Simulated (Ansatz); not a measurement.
How far each method lies from full CI for BH$_{4}$⁺, triplet

Geometry: that of the BH4, doublet, kept fixed. The singlet lies 2.4 eV lower here.

```xyz
5

B     0.0000    0.0000    0.0000
H     0.4147    0.8125    0.8107
H    -0.4243   -0.8077    0.8105
H    -0.4128    0.8086   -0.8154
H     0.4225   -0.8134   -0.8057
```

Basis 6-31G; Ansatz 0.2.0. Only valence electrons are correlated (noble-gas cores frozen), which leaves 6 electrons in 16 orbitals. Prefix R: restricted or restricted open-shell reference; prefix U: unrestricted. Active spaces: valence = (6e, 8o) chosen from the atoms' valence shells.

Full CI is exact within this basis and frozen core; it isn't the basis-set limit. The frozen core follows each run's orbitals, which can shift R against U totals by a few meV.

For open shells CISD and CISDTQ are restricted-active-space CI with the open shells as a complete middle space.

```
UHF ⟨S²⟩                          : 2.016
T1 diagnostic (RCCSD)             : 0.0280
largest doubles amplitude (RCCSD) : 0.067
T1 diagnostic (UCCSD)             : 0.0160
```

```csv
level,E − E(RHF) (eV)
UHF,-0.1579
RMP2,-1.4805
UMP2,-1.4896
RCCSD,-2.0038
UCCSD,-2.0044
RCCSD(T),-2.0315
UCCSD(T),-2.0317
```

(1) Estimate how far full CI in 6-31G lies from RCCSD(T). The table doesn't fix it; the size of (T) and the diagnostics are the guide.

(1) Full CI in 6-31G lies 0.45 mEh below RCCSD(T), which is 44 % of the (T) step (-1.02 mEh). The diagnostics give no warning, yet the rest is a sizeable part of (T).

The other levels:

```csv
level,E − E(full CI) (mEh),share of correlation (%),wall time
CISD,2.62,96.51,0.24 s
BCCD(T),0.44,99.41,0.24 s
RCCSDT,0.03,99.96,–
UCCSDT,0.02,99.97,–
CISDTQ,0.02,99.98,0.42 s
RCCSDT(Q),0.00,100.00,1.1 s
UCCSDT(Q),-0.01,100.01,1.1 s
RCCSDTQ,0.00,100.01,4.4 s
UCCSDTQ,-0.02,100.02,4.5 s
CASSCF (valence space),20.43,72.80,–
NEVPT2 (valence space),5.42,92.79,0.78 s
MRCISD (valence space),0.50,99.34,–
MRCISD+Q (valence space),0.26,99.65,1.3 s
MRCISD+Q(relaxed) (valence space),-0.06,100.07,1.4 s
```

The correlation energy at full CI, counted from RHF, is -2.044 eV. That run took 0.33 s on 1 thread of AMD EPYC 9R45, shared host over 78,400 determinants.

Times hold each run's SCF and search for its determinant on a shared host, so for small cases they say little of a method's own cost; they ran on 1 thread of AMD EPYC 9R45.

The full-CI state has the irrep B2 of C2v, in the program's axes (one component, if the state is degenerate).

Natural occupations of full CI about the gap: 1.963 1.960 0.999 0.996 0.027 0.018 0.014 0.008 0.005 0.004; effectively unpaired electrons, Σ n²(2−n)², 2.02.
